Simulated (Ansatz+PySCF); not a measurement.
Results of a calculation; reference values are marked as such.
Input for Ansatz (development build ahead of 0.2.0):

```yaml
crystal:
  periodic: [false, false, false]
  atoms:
    - { symbol: C, position_ang: [-1.15062, -0.86517, -6.0e-05] }
    - { symbol: C, position_ang: [-0.10702, 0.1263, -0.0003] }
    - { symbol: C, position_ang: [1.38523, -0.36447, -0.00012] }
    - { symbol: H, position_ang: [-2.17977, -0.52879, 0.00114] }
    - { symbol: H, position_ang: [-0.93957, -1.92838, -0.00053] }
    - { symbol: O, position_ang: [-0.38786, 1.32642, -2.0e-05] }
    - { symbol: H, position_ang: [2.04763, 0.49973, -0.01441] }
    - { symbol: H, position_ang: [1.59406, -0.96653, 0.88953] }
    - { symbol: H, position_ang: [1.58803, -0.99269, -0.87274] }
basis:
  gaussian: { orbitals: cc-pVTZ }
magnetization:
  spin_polarized: true
  initial_magnetization: 1
hamiltonian:
  xc: hf
correlation:
  method: mp2
  frozen_orbitals: { C: 1, H: 0, O: 1 }
output:
  forces: true
```

The input is written out in the form of the current development build from the run's settings.

Output:

```
Converged                       : yes
Reference energy                : -191.41154 hartree
Correlation energy              : -0.68755 hartree
Total energy                    : -192.09908 hartree
Spin squared of the determinant : 0.901
Stability test                  : minimum
```

Forces (eV/Å):
| atom | Fx | Fy | Fz |
| --- | --- | --- | --- |
| C1 | -0.374 | -0.630 | 0.001 |
| C2 | 0.878 | 3.115 | 0.001 |
| C3 | -0.981 | 0.255 | 0.000 |
| H4 | 0.220 | 0.008 | -0.001 |
| H5 | 0.016 | 0.199 | 0.000 |
| O6 | 0.803 | -3.085 | -0.001 |
| H7 | -0.226 | -0.063 | 0.002 |
| H8 | -0.169 | 0.099 | -0.107 |
| H9 | -0.167 | 0.101 | 0.103 |

Caution: the unrestricted determinant is spin contaminated; forces differ strongly between restricted and unrestricted references.
